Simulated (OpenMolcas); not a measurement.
# C5H12O (1-methoxybutane) at KT3/ANO-RCC-VDZP (DKH2)

What is the vertical electron affinity of C5H12O (1-methoxybutane) at KT3/ANO-RCC-VDZP (DKH2)? 

Program for the calculation: OpenMolcas 26.06.

## (1) Starting point

The species is C5H12O (18 atoms), meant as a singlet with charge 0. SMILES: `CCCCOC`. The shape is that of a GFN2-xTB optimisation. This is one conformer, not always the lowest.

Some bond lengths: C1–C2 1.524 Å, C2–C3 1.526 Å, C3–C4 1.524 Å, C4–O5 1.409 Å, O5–C6 1.402 Å, C1–H7 1.087 Å, C1–H8 1.088 Å, C1–H9 1.088 Å, C2–H10 1.092 Å, C2–H11 1.092 Å, C3–H12 1.091 Å, C3–H13 1.091 Å, C4–H14 1.103 Å, C4–H15 1.103 Å, C6–H16 1.088 Å, C6–H17 1.098 Å. Some angles: C1–C2–C3 111.7°, C2–C3–C4 112.0°, C3–C4–O5 108.9°, C4–O5–C6 113.1°, C1–C2–H10 109.5°, C1–C2–H11 109.4°, C3–C2–H10 109.3°, C3–C2–H11 109.3°, C2–C1–H7 110.5°, C2–C1–H8 110.5°.

## (2) The energy at KT3/ANO-RCC-VDZP (DKH2)

The input, job.input:

```
>>> EXPORT MOLCAS_PRINT=2

&GATEWAY
  Coord
  18
  angstrom
  C       -1.571270      -1.026660       2.270970
  C       -0.330050      -0.481900       1.575150
  C       -0.591220      -0.197220       0.098930
  C        0.648790       0.338870      -0.605930
  O        0.338430       0.575000      -1.960330
  C        1.421090       1.082720      -2.691290
  H       -1.887970      -1.959020       1.809720
  H       -2.390540      -0.314780       2.199970
  H       -1.368710      -1.214130       3.322960
  H       -0.010270       0.438390       2.069470
  H        0.483570      -1.205300       1.665320
  H       -1.393060       0.535420      -0.004820
  H       -0.909380      -1.109760      -0.407540
  H        1.474470      -0.388300      -0.529760
  H        0.983850       1.274040      -0.127650
  H        1.072070       1.224440      -3.712070
  H        1.761940       2.044180      -2.284700
  H        2.268260       0.384020      -2.688410
  Basis=ANO-RCC-VDZP
  Group=NoSym

&SEWARD
  GridInput
  Grid=SG1Grid
  End of Grid

&SCF
  KSDFT=KT3
  PrOrbitals=1 1
```

The run is started by

```bash
$ export MOLCAS_MEM=1860
$ pymolcas job.input > job.log
```

What it wrote:

```text
--- Start Module: gateway ---
[...]
--- Stop Module: gateway /rc=_RC_ALL_IS_WELL_ ---
--- Start Module: seward ---
[...]
      Basis functions          144
--- Stop Module: seward /rc=_RC_ALL_IS_WELL_ ---
[...]
--- Start Module: scf ---
[...]
       Convergence after  12 Iterations
[...]
::    Total KS-DFT energy                            -277.4053635394
[...]
      Total spin, S                                     0.0000000000
[...]
      Total electronic charge=   50.000000
      Total            charge=   -0.000000
[...]
      Dipole Moment (debye):
      Origin of the operator (angstrom)=    0.0048    0.0624   -0.2527
                   X=  8.8040E-01               Y=  1.2182E-01               Z=  6.0778E-01           Total=  1.0767E+00
      Quadrupole Moment (debye*angstrom):
[...]
--- Stop Module: scf /rc=_RC_ALL_IS_WELL_ ---
[...]
```

It took 1.8 min on 1 thread of Arm Neoverse V1, shared host; peak memory 1.2 GiB.

## (3) The doublet anion

The input, job.input:

```
&GATEWAY
 Coord
 18
 angstrom
 C       -1.571270      -1.026660       2.270970
 C       -0.330050      -0.481900       1.575150
 C       -0.591220      -0.197220       0.098930
 C        0.648790       0.338870      -0.605930
 O        0.338430       0.575000      -1.960330
 C        1.421090       1.082720      -2.691290
 H       -1.887970      -1.959020       1.809720
 H       -2.390540      -0.314780       2.199970
 H       -1.368710      -1.214130       3.322960
 H       -0.010270       0.438390       2.069470
 H        0.483570      -1.205300       1.665320
 H       -1.393060       0.535420      -0.004820
 H       -0.909380      -1.109760      -0.407540
 H        1.474470      -0.388300      -0.529760
 H        0.983850       1.274040      -0.127650
 H        1.072070       1.224440      -3.712070
 H        1.761940       2.044180      -2.284700
 H        2.268260       0.384020      -2.688410
 Basis=ANO-RCC-VDZP
 Group=NoSym

&SEWARD
 GridInput
 Grid=SG1Grid
 End of Grid

&SCF
 UHF
 Charge=-1
 Spin=2
 KSDFT=KT3
 PrOrbitals=1 1
```

The run is started by

```bash
$ export MOLCAS_MEM=1860
$ pymolcas job.input > job.log
```

What it wrote:

```text
--- Start Module: gateway ---
[...]
--- Stop Module: gateway /rc=_RC_ALL_IS_WELL_ ---
--- Start Module: seward ---
[...]
      Basis functions          144
--- Stop Module: seward /rc=_RC_ALL_IS_WELL_ ---
[...]
--- Start Module: scf ---
[...]
       Convergence after  27 Iterations
[...]
::    Total KS-DFT energy                            -277.3558614807
[...]
      Total spin, S                                     0.5000508956
[...]
      Total electronic charge=   51.000000
      Total            charge=   -1.000000
[...]
      Dipole Moment (debye):
      Origin of the operator (angstrom)=    0.0048    0.0624   -0.2527
                   X= -4.3298E-01               Y=  5.0380E-02               Z= -7.6198E-01           Total=  8.7785E-01
      Center of Charge (angstrom)
[...]
--- Stop Module: scf /rc=_RC_ALL_IS_WELL_ ---
[...]
```

Run time: 2.6 min. Hardware: 1 thread of Arm Neoverse V1, shared host; peak memory 1.2 GiB.

## (4) What came out

At KT3/ANO-RCC-VDZP (DKH2):

| quantity | value |
| --- | --- |
| singlet C5H12O: total energy | -277.40536 Eh |
| singlet C5H12O: dipole moment | 1.08 D |
| singlet C5H12O: HOMO energy | -5.88 eV |
| singlet C5H12O: LUMO energy | -0.30 eV |
| singlet C5H12O: HOMO–LUMO gap | 5.58 eV |
| doublet anion: total energy | -277.35586 Eh |
| doublet anion: HOMO energy (highest over α and β) | 2.89 eV |
| doublet anion: ⟨S²⟩ | 0.750 |
| vertical electron affinity (to the doublet anion) | -1.347 eV |

In words: The anion lies 1.35 eV (31 kcal/mol) above the neutral: the electron isn't bound at this level, and such a value depends on the basis. Without diffuse functions anions come out too high. Mulliken charges (singlet C5H12O) run from -0.34 on O5 to +0.60 on C6; they depend strongly on the basis. The HOMO (doublet anion) lies at positive energy, 2.89 eV, as semi-local functionals often give for anions; only total energies tell whether the electron is bound.
